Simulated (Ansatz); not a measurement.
System: bcc Rb. Method: PBE (plane waves, PAW; Ansatz, a program for electronic structure).

Numerical settings: plane-wave cutoff 520 eV, 12×12×12 k mesh, Fermi–Dirac smearing 0.1 eV, perturbation theory, scalar-relativistic PAW data made under PBE.

Computed at the level's own relaxed cell.

Harmonic phonon frequencies (cm⁻¹; i marks an imaginary mode):

```json
[
 {"q point": "H", "frequencies": "___"},
 {"q point": "N", "frequencies": "___"},
 {"q point": "P", "frequencies": "35 35 35"}
]
```

**Question.** Complete the blanks.

**Answer.** 
- H, frequencies: 44 44 44
- N, frequencies: 9 30 48

No imaginary mode appears at these points.
